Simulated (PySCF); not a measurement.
Highest orbital energy against ionisation energy along group 13

Calculated with PySCF 2.14, no spin-orbit coupling. Each cell gives −ε(HOMO) / ΔSCF in eV; NIST values include spin-orbit coupling, (s) semi-empirical, (t) theoretical.

```json
{"species": "B (dyall-av2z, non-relativistic)", "UHF": "8.670 / 8.047", "LDA": "4.118 / 8.655", "PBE": "4.172 / 8.677", "PBE0": "5.377 / 8.651", "r2SCAN": "4.586 / 8.767", "NIST (lowest levels)": "8.298"}
{"species": "Al (dyall-av2z, non-relativistic)", "UHF": "5.915 / 5.590", "LDA": "3.012 / 6.022", "PBE": "3.092 / 6.063", "PBE0": "3.904 / 6.081", "r2SCAN": "3.353 / 6.160", "NIST (lowest levels)": "5.986"}
{"species": "Ga (dyall-av2z, non-relativistic)", "UHF": "5.846 / 5.556", "LDA": "2.965 / 6.064", "PBE": "2.973 / 5.984", "PBE0": "3.801 / 6.003", "r2SCAN": "3.233 / 6.132", "NIST (lowest levels)": "5.999"}
{"species": "In (dyall-av2z, non-relativistic)", "UHF": "5.549 / 5.279", "LDA": "2.930 / 5.770", "PBE": "2.904 / 5.647", "PBE0": "3.677 / 5.680", "r2SCAN": "3.148 / 5.780", "NIST (lowest levels)": "5.786"}
```

How far is −ε(HOMO) from ΔSCF on average for each method, and why?

UHF 0.38 eV; LDA -3.37 eV; PBE -3.31 eV; PBE0 -2.41 eV; r2SCAN -3.13 eV. Hartree-Fock orbital energies lack relaxation and so exceed the ΔSCF value; semilocal functionals have convex E(N) from self-interaction, so their HOMO lies far too high; exact exchange moves hybrids part of the way back.
